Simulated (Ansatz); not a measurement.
This Ansatz (a program for electronic structure) input (MP2/cc-pCVQZ) gives -535.13466 Eh with 193 basis functions. A basis named .json is the Basis Set Exchange file of that set (core-valence sets with the plain set on hydrogen).

Ansatz 0.2 input:
```yaml
crystal:
  periodic: [false, false, false]
  atoms:
    - {symbol: Cl, position_ang: [-0.00000000, -0.00000000, -0.50551697]}
    - {symbol: O, position_ang: [0.00000000, 0.00000000, 1.07422357]}
basis:
  gaussian:
    orbitals: cc-pCVQZ.json
magnetization: {spin_polarized: true, initial_magnetization: 1}
correlation: {method: mp2, frozen_orbitals: {Cl: 1, O: 0}}
```

Change:
```diff
- orbitals: cc-pCVQZ.json
+ orbitals: cc-pwCVQZ.json
```

### Question
What does the run give now?

### Answer
-535.12372 Eh (MP2/cc-pwCVQZ, 193 functions), a change of +10.94 mEh.
